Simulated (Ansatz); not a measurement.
One geometry of C₇H₁₆ (`CCC(C)C(C)C`), several functionals.

```yaml
crystal:
  periodic: [false, false, false]
  atoms:
    - {symbol: C, position_ang: [-2.350210, -0.922556, -0.761876]}
    - {symbol: C, position_ang: [-1.260784, 0.054157, -0.348756]}
    - {symbol: C, position_ang: [0.073195, -0.612509, -0.013771]}
    - {symbol: C, position_ang: [-0.025609, -1.450869, 1.254194]}
    - {symbol: C, position_ang: [1.246711, 0.381655, 0.062781]}
    - {symbol: C, position_ang: [1.607739, 0.948485, -1.303640]}
    - {symbol: C, position_ang: [1.025150, 1.508633, 1.063659]}
    - {symbol: H, position_ang: [-3.266707, -0.396018, -1.038429]}
    - {symbol: H, position_ang: [-2.604328, -1.616897, 0.042226]}
    - {symbol: H, position_ang: [-2.036382, -1.516951, -1.625177]}
    - {symbol: H, position_ang: [-1.113728, 0.775042, -1.159070]}
    - {symbol: H, position_ang: [-1.602094, 0.633869, 0.516363]}
    - {symbol: H, position_ang: [0.309644, -1.297064, -0.840971]}
    - {symbol: H, position_ang: [-0.320843, -0.841675, 2.113442]}
    - {symbol: H, position_ang: [0.934041, -1.918353, 1.490773]}
    - {symbol: H, position_ang: [-0.762626, -2.249895, 1.152973]}
    - {symbol: H, position_ang: [2.111426, -0.200177, 0.408691]}
    - {symbol: H, position_ang: [1.785017, 0.151442, -2.030872]}
    - {symbol: H, position_ang: [2.514818, 1.555630, -1.244470]}
    - {symbol: H, position_ang: [0.815346, 1.590721, -1.697880]}
    - {symbol: H, position_ang: [0.782257, 1.133264, 2.060128]}
    - {symbol: H, position_ang: [0.212843, 2.167895, 0.745582]}
    - {symbol: H, position_ang: [1.925133, 2.122160, 1.154107]}
basis:
  gaussian: {orbitals: def2-TZVPP}
hamiltonian: {xc: {name: revPBE}, dispersion: d4}
output: {orbitals: {seedname: orbitals}}
```

```sh
$ ansatz run in.yaml --threads 3 --pin off --events-out ev --progress --plain --backend cuda
```

Output, abridged:

```
Functional definition: revPBE
2204 factors; their error is unknown
mean field evaluation 1: about -7493.4035 eV, gradient 1.1e2 eV
mean field evaluation 2: about -7431.3233 eV, gradient 1.8e2 eV
mean field evaluation 4: about -7520.4359 eV, gradient 1.7e1 eV
mean field evaluation 8: about -7521.0552 eV, gradient 4.2e-1 eV
mean field evaluation 16: about -7520.9885 eV, gradient 8.5e-4 eV
mean field -7520.98846436 eV, -276.3912281562 hartree, gradient 3.8e-5 eV, S^2 0.000000; 0 other end points of the search recorded, 0 dependent functions left out
reference -7520.98853707 eV, -276.3912308282 hartree; 29, 29 occupied and 412, 412 virtual orbitals, 2204 factors
Total energy: -7522.70471061 eV, -276.4542990427 hartree
```

Hardware: 3 threads of an AMD EPYC 7R13 on a shared host and a share of an NVIDIA H100 80 GB. Wall time 3.9 s, peak host memory 0.94 GiB.

Changing it to `hamiltonian: {xc: {name: r2SCANh}, dispersion: d4}` (abridged; 2.7 s):

```
Functional definition: r2SCANh
mean field evaluation 16: about -7518.6125 eV, gradient 3.7e-4 eV
mean field -7518.61245341 eV, -276.3039113644 hartree, gradient 1.0e-5 eV, S^2 0.000000
Total energy: -7518.76376864 eV, -276.3094720963 hartree
```

With the line `hamiltonian: {xc: {name: CAM-B3LYP}, dispersion: d4}` (abridged; 3.6 s):

```
Functional definition: CAM-B3LYP
mean field evaluation 16: about -7519.1132 eV, gradient 9.2e-5 eV
mean field -7519.11322424 eV, -276.3223143529 hartree, gradient 2.7e-5 eV, S^2 0.000000
Total energy: -7519.55416798 eV, -276.3385187365 hartree
```

With the line `hamiltonian: {xc: {name: BHLYP}, dispersion: d4}` (abridged; 3.3 s):

```
Functional definition: BHLYP
mean field evaluation 16: about -7518.7006 eV, gradient 6.5e-5 eV
mean field -7518.70061158 eV, -276.3071511172 hartree, gradient 6.5e-5 eV, S^2 0.000000
Total energy: -7519.26157869 eV, -276.3277662784 hartree
```

With the line `hamiltonian: {xc: {name: B2PLYP}}` (abridged; 4 s):

```
Functional definition: B2PLYP
mean field evaluation 16: about -7505.1370 eV, gradient 1.1e-4 eV
mean field -7505.13699901 eV, -275.8086975491 hartree, gradient 7.0e-6 eV, S^2 0.000000
7 core orbitals not correlated: weight in the atoms' cores, before any rotation towards them, 1.000 or more for the frozen orbitals, at most 0.000 for the correlated occupied ones
second order -40.93171682 eV of doubles, -0.00000000 eV of singles
Total energy: -7516.18879347 eV, -276.2148435041 hartree
```

The same input with `hamiltonian: {xc: {name: B3LYP}, dispersion: d4}` and forces (abridged; 19 s):

```
Functional definition: B3LYP
mean field evaluation 16: about -7524.0821 eV, gradient 1.1e-3 eV
mean field -7524.08210475 eV, -276.5049173436 hartree, gradient 7.4e-5 eV, S^2 0.000000
Total energy: -7524.89727995 eV, -276.5348744796 hartree
Atom 0 force    -0.183792    -0.137732    -0.060898 eV/Å
Atom 1 force    -0.050442     0.249358    -0.007228 eV/Å
Atom 2 force     0.048221    -0.129517    -0.152749 eV/Å
Atom 3 force    -0.019779    -0.157638     0.199288 eV/Å
Atom 4 force     0.175147    -0.109031     0.059283 eV/Å
Atom 5 force     0.074007     0.091923    -0.217634 eV/Å
Atom 6 force    -0.019831     0.182899     0.172696 eV/Å
Atom 7 force     0.036627    -0.032138     0.009256 eV/Å
Atom 8 force     0.004660     0.035606    -0.053793 eV/Å
Atom 9 force    -0.023736     0.024557     0.041948 eV/Å
Atom 10 force    -0.028432    -0.044681     0.058689 eV/Å
Atom 11 force     0.011770    -0.029607    -0.063386 eV/Å
Atom 12 force    -0.016177     0.035683     0.054712 eV/Å
Atom 13 force     0.016620    -0.048867    -0.041461 eV/Å
Atom 14 force    -0.055283     0.019683    -0.002796 eV/Å
Atom 15 force     0.049792     0.040355     0.019785 eV/Å
Atom 16 force    -0.043060     0.043048    -0.023692 eV/Å
Atom 17 force    -0.005260     0.047738     0.028130 eV/Å
Atom 18 force    -0.041493    -0.029061    -0.015879 eV/Å
Atom 19 force     0.053655    -0.036472     0.010206 eV/Å
Atom 20 force     0.013742     0.037779    -0.052879 eV/Å
Atom 21 force     0.051040    -0.029442     0.033669 eV/Å
Atom 22 force    -0.047995    -0.024446     0.004732 eV/Å
Dipole moment:     0.014434    -0.004843    -0.005155 e Å
```

B3LYP takes the VWN-RPA correlation (the form of Gaussian; ORCA's B3LYP/G).
